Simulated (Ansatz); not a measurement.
**SiPHF+ (triplet): from Hartree-Fock to the top rungs, cc-pVDZ**

One table from this session's results is given with a row withheld; the runs are named, their logs left out.

Method: cc-pVDZ, core rule «outside noble gas», up to 11 orbitals frozen; program: Ansatz 0.2.0, Gaussian basis.

The runs, in order: UHF; CCSD(T) on ROHF; CCSD(T) on UHF; BCCD(T) on ROHF; CISD; CCSDT(Q) on ROHF; CCSDT(Q) on UHF.

6 further runs of the same task are left out: 1 for a known fault of the program, 5 set aside as unsound or not needed.

## The system

The geometry is a PBE0/def2-TZVP stationary point (not a proven minimum) of the parent state, kept for this charge and spin.

4 atoms, charge 1, spin multiplicity 3.

Atoms are counted from 1 here; the program's logs count them from 0.

Bond lengths: F1–P2 1.594 Å, P2–Si3 2.076 Å, P2–H4 1.407 Å. Angles: F1–P2–Si3 130.6°, F1–P2–H4 99.6°, Si3–P2–H4 129.7°.

Set-up of the first run:

Contents of in.yaml:

```yaml
crystal:
  periodic: [false, false, false]
  atoms:
    - {symbol: F, position_ang: [0.000000, -0.492171, 1.709375]}
    - {symbol: P, position_ang: [0.000000, 0.394562, 0.384582]}
    - {symbol: Si, position_ang: [0.000000, -0.162443, -1.614899]}
    - {symbol: H, position_ang: [0.000000, 1.678340, 0.960284]}
basis:
  gaussian: {orbitals: cc-pVDZ}
total_charge: 1
magnetization: {spin_polarized: true, initial_magnetization: 2}
hamiltonian: {xc: hf}
output: {orbitals: {seedname: orbitals}}
```

Started as:

```console
ansatz run in.yaml --threads 1 --pin off --events-out ev --progress --plain --max-ram 4096MiB --backend cpu
```

Steps of the session up to this table: UHF; CCSD(T) on ROHF; CCSD(T) on UHF; BCCD(T) on ROHF; CISD; CCSDT(Q) on ROHF; CCSDT(Q) on UHF.

One of the session's tables, all rows but one given; the rest of the session is left out.

```
   method  from UCCSDT(Q) (meV)
     ROHF              +10785.5
      UHF              +10590.9
     RMP2               +1247.5
     UMP2               +1299.8
     CISD               +1471.6
    RCCSD                     ?
    UCCSD                +366.1
 RCCSD(T)                 +70.7
 UCCSD(T)                 +72.2
  BCCD(T)                 +64.2
   RCCSDT                 +28.1
   UCCSDT                 +27.8
RCCSDT(Q)                  +4.8
UCCSDT(Q)                     0
```

Q: Estimate the row for RCCSD from the others.

**Answer.** from UCCSDT(Q) (meV): +370.6. In the column «from UCCSDT(Q) (meV)» it lies between UCCSD (+366.1) and RMP2 (+1247.5).

Caveats from the session: Restricted and unrestricted rows rest on different reference determinants; where their highest levels disagree by more than a few hundredths of an eV, they describe different states and don't form one ladder.
